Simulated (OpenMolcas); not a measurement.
## Potential curves of BS⁺: spin–orbit levels

Computed with OpenMolcas 26.06: state-averaged CASSCF(6,7) over S 3p, B 2s 2p, XMS-CASPT2 (IPEA 0.25, imaginary shift 0.2 hartree), scalar X2C, ANO-RCC-VTZP, then RASSI spin–orbit state interaction with atomic mean-field integrals. C2 symmetry about the axis (a holds Σ, Δ, Γ; b holds Π, Φ, H; Σ⁺ and Σ⁻ are not told apart); roots by multiplicity and irrep: 3b 6, 1b 2, 1a 5, 3a 5, 5b 2.

XMS-CASPT2 energies with spin–orbit state interaction in eV from the lowest point. Curves are followed by energy order within each symmetry, so they are adiabatic and may change character at avoided crossings; for Ω = 0 the + and − levels are counted together.

```csv
R (Å),(1)Ω=2,(1)Ω=1,(2)Ω=0,(2)Ω=1,(3)Ω=2,(1)Ω=3,(2)Ω=3,(3)Ω=3,(1)Ω=4
1.477,1.265,1.284,1.303,1.743,6.527,6.367,6.880,8.596,8.601
1.562,0.447,0.465,0.485,0.903,5.369,5.358,5.489,7.154,7.158
1.640,0.099,0.117,0.137,0.528,4.659,4.661,4.845,6.294,6.298
1.717,0.000,0.018,0.038,0.409,4.116,4.117,4.578,5.731,5.734
1.803,0.079,0.097,0.117,0.484,3.767,3.769,4.463,5.355,5.358
1.889,0.279,0.297,0.317,0.697,3.592,3.593,4.486,5.166,5.168
```

Left out for impure symmetry, kinks or missing points, though low: (1)Ω=0, (3)Ω=0, (3)Ω=1, (4)Ω=0, (5)Ω=0, (4)Ω=1, (6)Ω=0, (7)Ω=0, (5)Ω=1, (2)Ω=2, (6)Ω=1, (7)Ω=1. Only roots inside an energy window near the equilibrium distance were included, so the list of states is not complete; labels number the states computed. Each spin and symmetry block has orbitals of its own, averaged over its own roots, so gaps between blocks are less sure than gaps within one and near the minimum can be off by tenths of an eV, in bad cases by more. No Rydberg orbitals are active, so Rydberg states, and σ→σ* states whose orbital the CASSCF left unused, can be missing between those listed. CASPT2 splits the two components of degenerate states numerically, here by up to 45 cm⁻¹. No roots were computed in block 5a (none fell in the window or the block failed), so states of that kind are missing and can lie low or lowest. The CASPT2 reference weights are uneven, so some states carry less reliable energies. Points that failed a check (symmetry, reference weights, a jump) are left out.
